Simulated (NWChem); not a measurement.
# HF (hydrogen fluoride): levels of theory compared

We compute a comparison of 6 runs (M06-2X/cc-pVTZ, TPSS/cc-pVTZ, B3LYP/6-31G*, B2PLYP/cc-pVTZ, M06-L/cc-pVTZ, PBE0/cc-pVTZ) of HF (hydrogen fluoride). 

Program for the calculation: NWChem 7.3.0.

20 further runs of the same task are left out: 20 set aside as unsound or not needed.

### 1 The molecule

The species is HF (2 atoms), meant as a singlet with charge 0. SMILES: `F`. The F1–H2 distance was set to 1.058 Å, away from the relaxed value.

Bond lengths: F1–H2 1.058 Å.

### 2 The energy at M06-2X/cc-pVTZ (run 1)

run.py reads:

```python
from ase import Atoms
from ase.calculators.nwchem import NWChem

molecule = Atoms(['F', 'H'], positions=[
    [-0.507038, 0.187994, -0.255339],
    [0.390000, -0.144600, 0.196400],
])

calc = NWChem(
    label='input',
    theory='dft',
    memory='2200 mb',
    basis='cc-pVTZ',
    basispar='spherical bse',
    dft={'xc': 'm06-2x', 'mult': '1', 'grid': 'xfine', 'convergence': 'energy 1e-08', 'iterations': '100', 'mulliken': None, 'print': 'low'},
    task='energy',
)
molecule.calc = calc

print("Total energy (eV):", round(molecule.get_potential_energy(), 6))
```

On the command line:

```
$ export ASE_NWCHEM_COMMAND="nwchem PREFIX.nwi > PREFIX.nwo"
$ python run.py
```

Log:

```text
Total energy (eV): -2732.902391
```

The calculator wrote input.nwi:

```
title "input"

permanent_dir input

scratch_dir input

start input

geometry units angstrom nocenter noautosym noautoz
  F  -5.0703799999999999e-01 1.8799399999999999e-01 -2.5533899999999998e-01
  H  3.9000000000000001e-01 -1.4460000000000001e-01 1.9639999999999999e-01
end

memory 2200 mb

basis spherical bse noprint
   * library cc-pVTZ
end

dft
  xc m06-2x
  mult 1
  grid xfine
  convergence energy 1e-08
  iterations 100
  mulliken
  print low
end

task dft energy
```

input.nwo:

```text
Northwest Computational Chemistry Package (NWChem) 7.3.0
             --------------------------------------------------------

           Job information
           ---------------

    nwchem branch   = 7.3.0
    use scalapack   = T
    input           = input.nwi
    prefix          = input.
    data base       = input/input.db
    status          = startup
    nproc           =        1

           Memory information
           ------------------

    heap     =     72089598 doubles =      550.0 Mbytes
    stack    =     72089595 doubles =      550.0 Mbytes
    global   =    144179200 doubles =     1100.0 Mbytes (distinct from heap & stack)
    total    =    288358393 doubles =     2200.0 Mbytes
    verify   = yes
    hardfail = no

           Directory information
           ---------------------

  0 permanent = input
  0 scratch   = input

                                NWChem Input Module
                                -------------------

                                       input
                                       -----

[... 21 lines left out ...]
            Nuclear Dipole moment (a.u.)
[... 34 lines left out ...]
   convergence    iter        energy       DeltaE   RMS-Dens  Diis-err    time
[... 7 lines left out ...]
         Total DFT energy =     -100.432311274249
      One electron energy =     -149.384646278726
           Coulomb energy =       55.195330033475
    Exchange-Corr. energy =      -10.744502684705
 Nuclear repulsion energy =        4.501507655707

 Numeric. integr. density =        9.999999998790

     Total iterative time =      2.1s

     ---------------------------------------------
      Total Density - Mulliken Population Analysis
     ---------------------------------------------

    Atom       Charge   Shell Charges
 -----------   ------   -------------------------------------------------------
    1 F    9     9.38   1.95  0.28  1.04  0.67  1.56  2.35  1.53  0.00  0.01  0.00
    2 H    1     0.62   0.20  0.30  0.04  0.01  0.07  0.01

     -------------------------------------------
      Total Density - Lowdin Population Analysis
     -------------------------------------------

    Atom       Charge   Shell Charges
 -----------   ------   -------------------------------------------------------
    1 F    9     8.96   1.60  0.55  0.92  0.57  1.52  2.29  1.50  0.00  0.01  0.00
    2 H    1     1.04   0.20  0.32  0.12  0.04  0.28  0.09

 Task  times  cpu:        2.2s     wall:        2.2s
 Total times  cpu:        2.2s     wall:        2.2s
```

It took 3.3 s on 1 thread of AMD EPYC 9R45 (Zen 5), shared host; peak memory 0.11 GiB.

### 3 A single-point energy at TPSS/cc-pVTZ (run 2)

nw.nw reads:

```
start nw
memory total 2200 mb
charge 0

geometry units angstrom noautosym nocenter noautoz
  F     -0.507038     0.187994    -0.255339
  H      0.390000    -0.144600     0.196400
end

basis spherical bse
  F library cc-pVTZ
  H library cc-pVTZ
end

dft
  xc xtpss03 ctpss03
  grid xfine
  convergence energy 1e-08
  iterations 100
  mulliken
  print low
end

task dft energy
```

On the command line:

```
$ nwchem nw.nw > nw.out
```

Log:

```text
[...]
 d= 0,ls=0.0,diis     1   -100.4249207758 -1.05D+02  1.38D-02  4.07D-01     0.3
[...]
 d= 0,ls=0.0,diis     7   -100.4714305080 -3.94D-09  1.62D-07  5.48D-10     1.7
         Total DFT energy =     -100.471430508043
      One electron energy =     -149.400816201134
           Coulomb energy =       55.213013962273
    Exchange-Corr. energy =      -10.785135924889
 Nuclear repulsion energy =        4.501507655707
[...]
      Total Density - Mulliken Population Analysis
     ---------------------------------------------
    Atom       Charge   Shell Charges
 -----------   ------   -------------------------------------------------------
    1 F    9     9.35   1.94  0.28  1.05  0.66  1.57  2.32  1.52  0.00  0.01  0.00
    2 H    1     0.65   0.21  0.32  0.04  0.01  0.07  0.01
[...]
```

Wall time 2.2 s (1 thread of AMD EPYC 9R45 (Zen 5), shared host); peak memory 0.11 GiB.

Runs 3 to 5 aren't shown in full; the table further down has their settings and results.

### 4 A single-point energy at PBE0/cc-pVTZ (run 6)

fh.nw reads:

```
start fh
title "FH PBE0"
memory total 2200 mb

geometry units au noautosym nocenter noautoz
  F     -0.95816295     0.35525717    -0.48252078
  H      0.73699319    -0.27325440     0.37114221
end

basis spherical bse
  F library cc-pVTZ
  H library cc-pVTZ
end

dft
  xc pbe0
  grid xfine
  convergence energy 1e-08
  iterations 100
  mulliken
end

task dft energy
```

On the command line:

```
$ nwchem fh.nw > fh.out
```

Log:

```text
[...]
          Wavefunction type:  closed shell.
          No. of atoms     :     2
          No. of electrons :    10
[...]
          Charge           :     0
          Spin multiplicity:     1
[...]
          AO basis - number of functions:    44
[...]
              XC Information
              --------------
                         PBE0 Method XC Functional
                     Hartree-Fock (Exact) Exchange  0.250
          PerdewBurkeErnzerhof Exchange Functional  0.750
            Perdew 1991 LDA Correlation Functional  1.000 local
           PerdewBurkeErnz. Correlation Functional  1.000 non-local
[...]
 d= 0,ls=0.0,diis     1   -100.3271887630 -1.05D+02  1.10D-02  4.03D-01     0.3
[...]
 d= 0,ls=0.0,diis     7   -100.3692922209 -1.53D-09  4.87D-08  3.66D-11     1.4
         Total DFT energy =     -100.369292220855
      One electron energy =     -149.416101030655
           Coulomb energy =       55.227525045574
    Exchange-Corr. energy =      -10.682223574173
 Nuclear repulsion energy =        4.501507338400
[...]
      Total Density - Mulliken Population Analysis
     ---------------------------------------------
    Atom       Charge   Shell Charges
 -----------   ------   -------------------------------------------------------
    1 F    9     9.36   1.94  0.28  1.05  0.66  1.56  2.35  1.51  0.00  0.01  0.00
    2 H    1     0.64   0.20  0.31  0.04  0.01  0.07  0.01
[...]
```

Wall time 1.9 s (1 thread of AMD EPYC 9R45 (Zen 5), shared host); peak memory 0.11 GiB.

### 5 Overview of the runs

| run | level | frozen core orbitals | energy (Eh) | wall time |
| --- | --- | --- | --- | --- |
| 1 | M06-2X/cc-pVTZ | – | -100.432311 | 3.3 s |
| 2 | TPSS/cc-pVTZ | – | -100.471431 | 2.2 s |
| 3 | B3LYP/6-31G* (spherical functions) | – | -100.406576 | 0.94 s |
| 4 | B2PLYP/cc-pVTZ | 1 | -100.413790 | 2.2 s |
| 5 | M06-L/cc-pVTZ | – | -100.444935 | 2.6 s |
| 6 | PBE0/cc-pVTZ | – | -100.369292 | 1.9 s |

### 6 Summary of results

| quantity | value |
| --- | --- |
| run 6: total energy | -100.36929 Eh |
| run 6: dipole moment | 2.04 D |
| run 6: HOMO energy | -11.12 eV |
| run 6: LUMO energy | 0.04 eV |
| run 6: HOMO–LUMO gap | 11.16 eV |

What this shows: Over runs 3, 5, 6 the dipole moment (its size) runs from 2.00 D (B3LYP/6-31G*) to 2.04 D (PBE0/cc-pVTZ). The two ends differ in method and basis. Totals of different functionals can't be ranked against each other. All runs together took 13 s, the longest 3.3 s.
